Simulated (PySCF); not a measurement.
Homolysis of single bonds, series In OH-SH. Isolated molecules, 0 K electronic values unless said otherwise. One relaxed conformer stands for each flexible species; it need not be the lowest. Strings in code marks are SMILES.

These are PBE0-D3(BJ)/def2-TZVP in PySCF values and carry that method's errors. 

```tsv
species	highest occupied spin orbital (eV)
radical fragment (`[OH]`)	-9.09
radical fragment (`[OH][In][SH]` (H–O–In–S torsion -180°, O–In–S–H torsion 0°))	-6.35
radical fragment (`[SH]`)	-7.41
whole molecule (`[OH][In]([SH])[SH]`)	–
radical fragment (`[In]([SH])[SH]` (H–S–In–S torsion 2°, S–In–S–H torsion 2°))	-6.33
whole molecule (`[SH][In]([SH])[SH]`)	–
```
